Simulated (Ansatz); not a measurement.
Input file:

```yaml
crystal:
  periodic: [false, false, false]
  atoms:
    - {symbol: As, position_ang: [0.000000, -0.019098, 0.000000]}
    - {symbol: H, position_ang: [0.000000, 0.709797, -1.324011]}
    - {symbol: H, position_ang: [0.000000, 0.709797, 1.324011]}
basis:
  gaussian: {orbitals: cc-pVDZ}
total_charge: 1
magnetization: {spin_polarized: true, initial_magnetization: 2}
correlation: {method: bccd, electrons: valence, diis_vectors: 12}
```

```sh
$ ansatz run in.yaml --threads 1 --pin off --events-out ev --progress --plain --max-ram 2393MiB
```

The program prints:

```
415 factors; integrals over basis functions are off by at most 1.2e-3 eV
mean field evaluation 1: about -60816.2061 eV, gradient 6.4e0 eV
mean field evaluation 2: about -60816.2090 eV, gradient 6.4e0 eV
mean field evaluation 4: about -60816.6486 eV, gradient 6.3e-1 eV
mean field evaluation 8: about -60816.6567 eV, gradient 3.0e-3 eV
mean field evaluation 16: about -60816.6567 eV, gradient 4.9e-6 eV
mean field -60816.65669075 eV, -2234.9709103747 hartree, gradient 4.9e-6 eV, S^2 2.005736; 0 other end points of the search recorded, 0 dependent functions left out
9 core orbitals not correlated: weight in the atoms' cores, before any rotation towards them, 1.000 or more for the frozen orbitals, at most 0.000 for the correlated occupied ones
reference -60816.65669075 eV, -2234.9709103747 hartree; 9, 7 occupied and 19, 21 virtual orbitals, 415 factors
second order -2.46574691 eV of doubles, -0.00000000 eV of singles
cycle   1  -2.86009195 eV  change   -3.9e-1 eV  update   5.0e-2
cycle   2  -3.02084961 eV  change   -1.6e-1 eV  update   2.0e-2
cycle   3  -3.02884738 eV  change   -8.0e-3 eV  update   6.3e-3
cycle   4  -3.02938300 eV  change   -5.4e-4 eV  update   2.4e-3
cycle   5  -3.02904736 eV  change    3.4e-4 eV  update   8.2e-4
cycle   6  -3.02902558 eV  change    2.2e-5 eV  update   1.7e-4
cycle   7  -3.02908207 eV  change   -5.6e-5 eV  update   4.3e-5
cycle   8  -3.02907966 eV  change    2.4e-6 eV  update   1.3e-5
Total energy: -60819.68577041 eV, -2235.0822269988 hartree
```

Ran on 1 thread of Intel Xeon, shared host: 2.1 s wall, 0.18 GiB peak host memory.
